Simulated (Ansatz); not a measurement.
Program: Ansatz. Geometries: PBE0-D4/def2-TZVP. ΔE: electronic, gas phase. CBS: MP2 limit from def2 TZ/QZ plus the TZ coupled-cluster correction, frozen cores. This one scheme is used for every species. Functionals use def2-TZVPP. B3LYP here is the variant with VWN-RPA as its local correlation; programs differ in this. HSE06 is defined as in plane-wave codes. Triplets are unrestricted, without spin–orbit coupling. Each species was taken in one conformer, which may not be the lowest.

Reaction (formal loss of a carbene): `CC(F)CO` → `[CH2]` (triplet) + `CC(O)F`

CCSD(T)/CBS gives +4.21 eV.

**Question.** Another level gave +4.02 eV. Which?
A. HSE06-D4/def2-TZVPP
B. B3LYP/def2-TZVPP
C. BHLYP/def2-TZVPP
D. ωB97X-V/def2-TZVPP

**Answer.** B. B3LYP 4.02, ωB97X-V 4.31, HSE06-D4 4.16, BHLYP 3.93 eV.

Largest T1 diagnostic among the species: 0.011.

From r2SCAN to r2SCAN0 (25 % exact exchange), in def2-TZVPP and without D4, ΔE moves by −0.04 eV. Leaving LDA and LC-ωPBE aside and taking each functional with its dispersion term where it has one, the values, not all of them listed here, spread over 0.41 eV, from r2SCAN0-D4 to ωB97X-V. LDA lies +0.76 eV from PBE without D4.

CCSD(T)/CBS has its own doubt, a few kJ/mol and more with outer-core shells, so smaller differences from it don't rank the levels.
